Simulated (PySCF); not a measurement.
Gas-phase reaction: Si(CH₃)₄ + C₂H₄ ⇌ (CH₃)₃Si + C₃H₇ (i-propyl)

Method: PySCF energies plus ideal-gas RRHO corrections (1 bar). † marks an energy on the PBE0/def2-TZVP geometry and frequencies; other levels use their own. Open shells (unrestricted): (CH₃)₃Si (multiplicity 2), C₃H₇ (i-propyl) (multiplicity 2); the rest are closed-shell singlets. B3LYP is the form with VWN-RPA correlation. (CH₃)₃Si: computed as isolated molecules; such fragments, hydroxides, amides, oligomers or adducts are transient or little studied in the gas.

```
level             ΔH°(298 K), kJ
----------------  --------------
B3LYP/def2-TZVP†             252
HF/def2-TZVP†                187
PBE/def2-TZVP†                 …
PBE0/def2-SVP†               223
PBE0/def2-TZVP                 …
LDA/def2-TZVP†                 …
```

Question: Complete the blanks.

Answer: 
- PBE/def2-TZVP†, ΔH°(298 K), kJ: 239
- PBE0/def2-TZVP, ΔH°(298 K), kJ: 234
- LDA/def2-TZVP†, ΔH°(298 K), kJ: 257
